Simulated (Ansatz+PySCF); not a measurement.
Values are calculated unless marked as measured or tabulated.
This PySCF input gave a total energy of -112.83934 hartree.

```python
from pyscf import gto, scf

mol = gto.M(atom="""
H 0.000000 0.000000 -1.756250
C 0.000000 0.000000 -0.556140
O 0.000000 0.000000 0.636630
""", basis='def2-svp', charge=1, spin=0)
mf = scf.UHF(mol)
mf.init_guess = 'huckel'
mf.kernel()
while True:  # follow internal instabilities
    mo, _, stable, _ = mf.stability(return_status=True)
    if stable: break
    mf.kernel(mf.make_rdm1(mo, mf.mo_occ))
print(mf.converged, mf.e_tot, mf.spin_square()[0])
```

Problem. Write an input for Ansatz with the same method and basis set.

Solution.

```yaml
crystal:
  periodic: [false, false, false]
  atoms:
    - { symbol: H, position_ang: [0.0, 0.0, -1.75625] }
    - { symbol: C, position_ang: [0.0, 0.0, -0.55614] }
    - { symbol: O, position_ang: [0.0, 0.0, 0.63663] }
basis:
  gaussian: { orbitals: def2-SVP }
total_charge: 1
magnetization:
  spin_polarized: true
hamiltonian:
  xc: hf
```

Ansatz (development build ahead of 0.2.0) gave -112.83934 hartree, 0.03 meV from the first.
